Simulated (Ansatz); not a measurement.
**C4H5F: one species, many methods**

The task here is to estimate one member of a computed series from the others.

Program: Ansatz 0.2.0, Gaussian basis. Level of theory: functionals in def2-TZVPP, the program's frozen cores in correlated methods. These are calculated values, not measurements.

Levels to be run: LDA (SPW92), PBE-D4, revPBE-D4, BLYP-D4, r2SCAN-D4, B97M-V, PBE0-D4, B3LYP-D4, r2SCANh-D4, r2SCAN0-D4, HSE06-D4, BHLYP-D4, CAM-B3LYP-D4, LC-ωPBE, ωB97X-V, ωB97M-V, B2PLYP, PBE-QIDH; CCSD(T)/def2-SVP; CCSD(T)/def2-TZVPP; MP2/def2-QZVPP; extrapolation to the limit; RPA on PBE.

### The geometry

An earlier PBE0-D4 in a triple-zeta def2 set relaxation fixed the geometry.

SMILES `CC1=C(F)C1`, 10 atoms, charge 0, spin multiplicity 1.

Atoms are counted from 1 here; the program's logs count them from 0.

Bond lengths: C1–C2 1.466 Å, C1–H6 1.094 Å, C1–H7 1.094 Å, C1–H8 1.091 Å, C2–C3 1.280 Å, C2–C5 1.550 Å, C3–F4 1.313 Å, C3–C5 1.459 Å, C5–H9 1.093 Å, C5–H10 1.093 Å. Angles: C2–C1–H6 110.7°, C2–C1–H7 110.6°, C2–C1–H8 111.2°, H6–C1–H7 107.2°, H6–C1–H8 108.5°, H7–C1–H8 108.5°, C1–C2–C3 156.5°, C1–C2–C5 142.3°, C3–C2–C5 61.2°, C2–C3–F4 148.6°, C2–C3–C5 68.5°, F4–C3–C5 142.9°, C2–C5–C3 50.3°, C2–C5–H9 119.0°, C2–C5–H10 119.0°, C3–C5–H9 120.4°, C3–C5–H10 120.4°, H9–C5–H10 113.5°.

Set-up of the first run:

in.yaml reads:

```yaml
crystal:
  periodic: [false, false, false]
  atoms:
    - {symbol: C, position_ang: [-1.416412, -0.454528, -0.159066]}
    - {symbol: C, position_ang: [0.013586, -0.133370, -0.137229]}
    - {symbol: C, position_ang: [1.240254, -0.212932, -0.495048]}
    - {symbol: F, position_ang: [2.148088, -0.755963, -1.272892]}
    - {symbol: C, position_ang: [1.058736, 0.759811, 0.577739]}
    - {symbol: H, position_ang: [-2.009264, 0.438866, -0.375213]}
    - {symbol: H, position_ang: [-1.742261, -0.830359, 0.815078]}
    - {symbol: H, position_ang: [-1.639277, -1.209739, -0.914349]}
    - {symbol: H, position_ang: [1.352765, 0.515673, 1.601920]}
    - {symbol: H, position_ang: [1.076884, 1.831339, 0.362060]}
basis:
  gaussian: {orbitals: def2-TZVPP}
hamiltonian: {xc: lda}
output: {orbitals: {seedname: orbitals}}
```

Started as:

```sh
> ansatz run in.yaml --threads 2 --pin off --events-out ev --progress --plain --max-ram 4352MiB
```

Among the steps run: LDA; PBE-D4 (GGA); revPBE-D4 (GGA); BLYP-D4 (GGA); r2SCAN-D4 (meta-GGA); B97M-V (meta-GGA); PBE0-D4 (hybrid); B3LYP-D4 (hybrid); r2SCANh-D4 (hybrid); r2SCAN0-D4 (hybrid); HSE06-D4 (hybrid); BHLYP-D4 (hybrid); CAM-B3LYP-D4 (range-separated); LC-ωPBE (range-separated); ωB97X-V (range-separated); ωB97M-V (range-separated); B2PLYP (double hybrid); PBE-QIDH (double hybrid).

One of the session's tables, all rows but one given; the rest of the session is left out.

| functional | HOMO (eV) | LUMO (eV) | gap (eV) |
| --- | --- | --- | --- |
| LDA (SPW92) | -5.79 | -0.35 | 5.43 |
| PBE-D4 | -5.66 | -0.11 | 5.55 |
| revPBE-D4 | ? | ? | ? |
| BLYP-D4 | -5.55 | 0.00 | 5.55 |
| r2SCAN-D4 | -5.83 | 0.18 | 6.02 |
| B97M-V | -5.90 | 0.29 | 6.19 |
| PBE0-D4 | -6.86 | 0.97 | 7.83 |
| B3LYP-D4 | -6.67 | 0.70 | 7.37 |
| r2SCANh-D4 | -6.29 | 0.57 | 6.86 |
| r2SCAN0-D4 | -6.98 | 1.14 | 8.12 |
| HSE06-D4 | -6.46 | 0.59 | 7.05 |
| BHLYP-D4 | -7.96 | 1.77 | 9.73 |
| CAM-B3LYP-D4 | -8.21 | 1.95 | 10.16 |
| LC-ωPBE | -9.55 | 3.30 | 12.84 |
| ωB97X-V | -9.18 | 3.08 | 12.26 |
| ωB97M-V | -9.07 | 2.64 | 11.71 |

**Question.** Estimate the row for revPBE-D4.

**Answer.** HOMO (eV): -5.61; LUMO (eV): -0.01; gap (eV): 5.59. In the column «HOMO (eV)» it lies between PBE-D4 (-5.66) and BLYP-D4 (-5.55).
